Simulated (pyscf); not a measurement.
Structures and frequencies: ωB97X-D3(BJ)/def2-SVP in PySCF.

Question: H₃Si–AsH₂ + water (H₂O) → HO–SiH₂–AsH₂ + hydrogen (H₂)
Surface: singlet. Broken: H–Si, H–O. Formed: O–Si, H–H. Give ΔE‡ and ΔE from PBE0-D3(BJ)/def2-TZVP, relative to the separated reactants.

Answer: ΔE‡ = 33.2 kcal/mol, ΔE = -14.0 kcal/mol. ωB97M-D3(BJ)/def2-TZVP gives 35.5 kcal/mol and -15.4 kcal/mol. Zero-point energy shifts the barrier by -0.4 kcal/mol. It is a four-centre exchange, with an imaginary mode of 1308i cm⁻¹. This is the saddle that the search found; another between the same sides may lie lower. Elements up to Kr have no core potential and no relativistic terms here.
